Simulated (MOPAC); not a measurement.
MOPAC input (AM1):

```
AM1 1SCF UHF MS=0.5 GEO-OK AUX(PRECISION=9) THREADS=1
HO2

O     0.05868076 1    0.71529811 1   -0.05163121 1
O     0.04226471 1   -0.60960507 1   -0.00105923 1
H    -0.80756382 1   -0.84554439 1    0.42152350 1
```

**Question.** What heat of formation does the run end on, and which ionisation energy by Koopmans theorem?

**Answer.** 4.39 kcal/mol; 12.20 eV.
